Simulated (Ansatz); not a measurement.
**NH (singlet): the correlation ladder, aug-cc-pVDZ**

An exercise on one series of results from a longer session: the logs are not shown, and one member is left open.

The runs use Ansatz 0.2.0, Gaussian basis; aug-cc-pVDZ, core rule «outside noble gas», up to 1 orbitals frozen.

The runs, in order: UHF; CCSD(T) on RHF; CCSD(T) on UHF; BCCD(T) on RHF; CISD; CCSDT(Q) on RHF; CCSDT(Q) on UHF; CCSDTQ on RHF; CASSCF and MRCISD+Q, 6 electrons in 5 orbitals; CASSCF and NEVPT2, 6 electrons in 5 orbitals; Full CI; Full CI in the symmetry of the determinant.

13 further runs of the same task are left out: 1 that didn't finish, 12 set aside as unsound or not needed.

## What is computed

The geometry is a PBE0/def2-TZVP stationary point (not a proven minimum).

2 atoms, charge 0, spin multiplicity 1.

Atoms are counted from 1 here; the program's logs count them from 0.

Bond lengths: N1–H2 1.039 Å.

The first run:

The input, in.yaml:

```yaml
crystal:
  periodic: [false, false, false]
  atoms:
    - {symbol: N, position_ang: [0.000000, 0.000000, 0.000000]}
    - {symbol: H, position_ang: [0.000000, 0.000000, 1.038535]}
basis:
  gaussian: {orbitals: aug-cc-pVDZ}
magnetization: {spin_polarized: true, initial_magnetization: 0}
hamiltonian: {xc: hf}
output: {orbitals: {seedname: orbitals}}
```

Launch:

```
ansatz run in.yaml --threads 1 --pin off --events-out ev --progress --plain --max-ram 2393MiB
```

Steps of the session up to this table: UHF; CCSD(T) on RHF; CCSD(T) on UHF; BCCD(T) on RHF; CISD; CCSDT(Q) on RHF; CCSDT(Q) on UHF; CCSDTQ on RHF; CASSCF and MRCISD+Q, 6 electrons in 5 orbitals; CASSCF and NEVPT2, 6 electrons in 5 orbitals; Full CI; Full CI in the symmetry of the determinant.

One of the session's tables, all rows but one given; the rest of the session is left out.

```
          method  from FCI (kJ/mol)
             RHF             +463.0
            RMP2             +125.5
            CISD              +64.9
           RCCSD              +43.7
        RCCSD(T)              +24.3
         BCCD(T)                  ?
          RCCSDT               +2.1
       RCCSDT(Q)               -0.8
         RCCSDTQ               +0.1
  CASSCF valence             +324.7
  NEVPT2 valence              +64.9
  MRCISD valence              +13.1
MRCISD+Q valence               -0.7
             FCI                  0
```

**Question.** Estimate the row for BCCD(T).

As computed: from FCI (kJ/mol): +24.4. In the column «from FCI (kJ/mol)» it lies between RCCSD(T) (+24.3) and RCCSD (+43.7).

Left out of the table: UHF, UMP2, UCCSD, UCCSD(T), UCCSDT, UCCSDT(Q) (another determinant or state than the rows shown).

Limits of these values: The report flags that the cluster equations may have other roots. The program flags RCCSDT(Q), RCCSDTQ as in doubt, so those rows may rest on another solution; read them beside their warnings. RCCSDT(Q), MRCISD+Q valence fall below full CI, which methods that aren't variational can do.
